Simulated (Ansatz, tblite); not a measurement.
# The cluster B₃H₂: one state, many levels

How do method and basis change the picture of the cluster B₃H₂ (doublet)?

Computed with Ansatz 0.2.0, Gaussian basis. Level: as each input shows.

Plan: GFN1-xTB, GFN2-xTB, PBE-D4/def2-TZVP, r2SCAN-D4/def2-TZVP, LC-ωPBE/def2-TZVP, BLYP-D4/def2-TZVP, HSE06-D4/def2-TZVP, BHLYP-D4/def2-TZVP, PBE-QIDH/def2-TZVP, PBE-D4/def2-SVP, PBE0-D4/def2-SVP, HF/STO-3G, HF/6-31G, B3LYP-D4/6-31G, PBE0-D4/def2-TZVPD, PBE-D4/def2-TZVPD, r2SCAN-D4/def2-TZVPD, CCSD(T)/def2-TZVPP, MP2/def2-TZVP, RPA/def2-TZVP, CCSD(T)/def2-TZVPD.

1 further run of the same task is left out (set aside as unsound or not needed). Runs told in other sessions of the task aren't counted.

### 1 The relaxed structure

The geometry is that of the doublet, from an earlier relaxation (r2SCAN-D4/def2-TZVP). At that level it is the lowest of the isomers that a small search found.

5 atoms, charge 0, spin multiplicity 2.

Bond lengths: B1–B2 1.534 Å, B1–B3 1.534 Å, B2–B3 1.942 Å, B2–H5 1.182 Å, B3–H4 1.182 Å. Angles: B2–B1–B3 78.6°, B1–B2–B3 50.7°, B1–B2–H5 175.4°, B3–B2–H5 133.9°, B1–B3–B2 50.7°, B1–B3–H4 175.4°, B2–B3–H4 133.9°.

PBE0-D4/def2-TZVP was run before; its log isn't repeated, and its numbers join the tables.

### 2 GFN1-xTB

Tight binding, by tblite at 300 K electronic temperature and without a spin-polarisation term:

```python
tblite.interface.Calculator('GFN1-xTB', numbers, positions, charge=0, uhf=1).singlepoint()
```

Energy -139.5801 eV; 0.002 s.

### 3 GFN2-xTB

Tight binding, by tblite at 300 K electronic temperature and without a spin-polarisation term:

```python
tblite.interface.Calculator('GFN2-xTB', numbers, positions, charge=0, uhf=1).singlepoint()
```

Energy -123.3258 eV; 0.002 s.

### 4 PBE-D4/def2-TZVP

start.molden holds the orbitals of an earlier run on this state, given as this run's starting guess.

Input file in.yaml:

```yaml
crystal:
  periodic: [false, false, false]
  atoms:
    - {symbol: B, position_ang: [-0.804135, -1.007635, 0.058923]}
    - {symbol: B, position_ang: [0.687280, -0.670406, 0.177610]}
    - {symbol: B, position_ang: [-0.816001, 0.509023, -0.168457]}
    - {symbol: H, position_ang: [-0.919411, 1.671814, -0.352792]}
    - {symbol: H, position_ang: [1.852267, -0.502807, 0.284726]}
basis:
  gaussian: {orbitals: def2-TZVP, initial_orbitals: start.molden}
magnetization: {spin_polarized: true, initial_magnetization: 1}
hamiltonian: {xc: pbe, dispersion: d4}
scf: {omitted_lower_state_checks: [starts]}
output: {orbitals: {seedname: orbitals}}
```

On the command line:

```console
ansatz run in.yaml --threads 4 --pin off --events-out ev --progress --plain --max-ram 3916MiB
```

The runs that follow: r2SCAN-D4/def2-TZVP; LC-ωPBE/def2-TZVP; BLYP-D4/def2-TZVP; HSE06-D4/def2-TZVP; BHLYP-D4/def2-TZVP; PBE-QIDH/def2-TZVP; PBE-D4/def2-SVP; PBE0-D4/def2-SVP; HF/STO-3G; HF/6-31G; B3LYP-D4/6-31G; PBE0-D4/def2-TZVPD; PBE-D4/def2-TZVPD; r2SCAN-D4/def2-TZVPD; CCSD(T)/def2-TZVPP; MP2/def2-TZVP; RPA/def2-TZVP; CCSD(T)/def2-TZVPD.

**Question.** What will the summary of the whole plan be? Wanted: gap in def2-TZVP, named functionals, smallest and largest; correlation energy, CCSD(T)/def2-TZVPP; correlation energy, MP2/def2-TZVP; correlation energy, CCSD(T)/def2-TZVPD; binding an atom, functionals in def2-TZVP; ⟨S²⟩ in def2-TZVP, named functionals, smallest and largest; PBE0 total energy, smallest basis above largest.

As calculated:

```
                                                  quantity                                 value
 gap in def2-TZVP, named functionals, smallest and largest  0.64 eV (BLYP-D4), 7.82 eV (LC-ωPBE)
                    correlation energy, CCSD(T)/def2-TZVPP                              -8.43 eV
                         correlation energy, MP2/def2-TZVP                              -6.69 eV
                    correlation energy, CCSD(T)/def2-TZVPD                              -8.36 eV
                 binding an atom, functionals in def2-TZVP   3.26 (BHLYP-D4) to 3.47 eV (PBE-D4)
⟨S²⟩ in def2-TZVP, named functionals, smallest and largest                          0.752, 0.760
           PBE0 total energy, smallest basis above largest        2.25 eV (def2-SVP, def2-TZVPD)
```

**Reading.** Over the named functionals in def2-TZVP the gap runs from 0.64 eV (BLYP-D4) to 7.82 eV (LC-ωPBE); exact exchange widens it. Over the named functionals in def2-TZVP spin contamination reaches 0.01 (r2SCAN-D4), which is small. Notes on CCSD(T)/def2-TZVPP: large T1 diagnostic, spin contamination.
